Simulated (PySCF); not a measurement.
This PySCF input asks for the NMR shieldings of `FC(Cl)(Cl)Cl`, CCl3F; the geometry comes from GFN2-xTB.

```python
import basis_set_exchange as bse
import numpy as np
from pyscf import gto, dft
from pyscf.prop import nmr

atoms = """
F     0.060305   -0.141039    1.396058
C     0.004642   -0.006315    0.066724
Cl   -0.457934    1.660563   -0.312646
Cl    1.602752   -0.370613   -0.603874
Cl   -1.201142   -1.139743   -0.563447
"""
names = dict.fromkeys(["F", "C", "Cl"], "6-311+G(2d,p)")
basis = {el: gto.basis.parse(bse.get_basis(n, elements=[el], fmt="nwchem")) for el, n in names.items()}
mol = gto.M(atom=atoms, basis=basis, charge=0, verbose=0)
mf = dft.RKS(mol, xc="BP86")
mf.grids.level = 2
mf.grids.alignment = dft.numint.BLKSIZE   # the property module wants whole blocks of grid points
mf.conv_tol = 1e-9
mf.kernel()

calc = nmr.RKS(mf)   # GIAO
sigma = calc.kernel()   # uncoupled for a functional without exact exchange
for i, s in enumerate(sigma):   # ppm
    w = np.linalg.eigvalsh((s + s.T) / 2)
    print("%2d %-2s iso %8.1f  s11 %8.1f  s22 %8.1f  s33 %8.1f" % (i, mol.atom_pure_symbol(i), w.mean(), *w))
```

**Question.** What are the results?

**Answer.** 
```
 0 F  iso    138.0  s11    115.0  s22    115.0  s33    184.0
 1 C  iso     30.6  s11     29.4  s22     29.5  s33     32.9
 2 Cl iso    334.7  s11     10.8  s22     70.6  s33    922.5
 3 Cl iso    334.5  s11     10.6  s22     70.4  s33    922.5
 4 Cl iso    334.7  s11     11.0  s22     70.5  s33    922.5
```

These numbers come from an equivalent density-fitted implementation of the same equations, which agrees with the script to about 0.01 ppm for H and up to a few tenths of a ppm for heavy atoms, so last digits may differ.

Size and cost of the density-fitted run: 159 basis functions, of the order of 9 core-seconds.
